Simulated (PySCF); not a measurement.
**Working with the constants of LiCl**

PBE0 constants of LiCl, ³Π (triplet), unpaired electrons σ ↑, π ↑, a second solution, started from another occupation (basis Li STO-3G, Cl STO-3G; no relativity; PySCF 2.14; masses 7.0160 and 34.9689 u):

| Quantity | Value |
| --- | --- |
| ωe | 266.7 cm⁻¹ |
| ωexe | 6.64 cm⁻¹ |
| Be | 0.48888 cm⁻¹ |
| αe | 0.0157 cm⁻¹ |
| D (centrifugal) | 6.57e-06 cm⁻¹ |

(1) Give the vibrational terms G(v) and spacings up to v = 3.

Counting both spins, an empty level lies below a filled one in this solution, because spin and occupation are held. STO-3G is very small, so such numbers show the basis as much as the molecule.

Answers

(1) G(v) = ωe(v+½) − ωexe(v+½)².

| v | G(v) (cm⁻¹) | G(v) − G(v−1) | Bv (cm⁻¹) |
| --- | --- | --- | --- |
| 0 | 132 |  | 0.4810 |
| 1 | 385 | 253 | 0.4653 |
| 2 | 625 | 240 | 0.4496 |
| 3 | 852 | 227 | 0.4339 |
